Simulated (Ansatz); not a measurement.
`[CH3][Mg][F]` + H–F → `[F][Mg][F]` + CH₄ at 600 K and 1 bar (ligand exchange at a Mg–C bond).

Computed with Ansatz on PBE0-D4/def2-TZVP structures; ΔE is electronic, products minus reactants. CCSD(T)/CBS is the MP2 limit (def2-TZVPP, def2-QZVPP) plus CCSD(T) − MP2 in def2-TZVPP, frozen cores. This one scheme is used for every species. For Mg outer-core shells are correlated without core-valence functions, which leaves a few kJ/mol of doubt a bond.

```
       species  CCSD(T)/CBS energy (Eh)  H − E (kJ/mol)  S (J/(mol·K))
`[CH3][Mg][F]`               -339.61123           135.2          332.6
           H–F               -100.39570            42.3          194.0
  `[F][Mg][F]`               -399.61583            40.0          286.2
           CH₄                -40.46206           140.4          215.7
```

H − E and S are ideal-gas, rigid-rotor, harmonic terms from PBE0-D4/def2-TZVP. 1 Eh = 2625.50 kJ/mol, R = 8.31446 J/(mol·K).

**Question.** By hand: ΔE, ΔH, ΔS and ΔG.

**Answer.** ΔE = (-399.61583) + (-40.46206) − (-339.61123) − (-100.39570) = -0.07096 Eh = -186.3 kJ/mol. Δ(H − E) = 40.0 + 140.4 − 135.2 − 42.3 = 2.9, so ΔH = -183.4 kJ/mol. ΔS = 286.2 + 215.7 − 332.6 − 194.0 = -24.7 J/(mol·K). ΔG = -183.4 − 600 × (-24.7)/1000 = -168.6 kJ/mol.

**Question.** By hand: the equilibrium constant, and the temperature at which ΔG would vanish if ΔH and ΔS stayed fixed.

**Answer.** log₁₀ K = −ΔG/(RT ln 10) = 14.7. ΔG = 0 at ΔH/ΔS = 7425 K, far beyond where these terms or the molecules hold.

ΔH outweighs TΔS. A doubt of 5 kJ/mol in ΔE shifts log₁₀ K by 0.4 here. These are equilibria of isolated gas molecules and say nothing of rates. Largest T1 diagnostic: 0.012 (customary marks: 0.02 for closed shells, 0.045 for open ones).
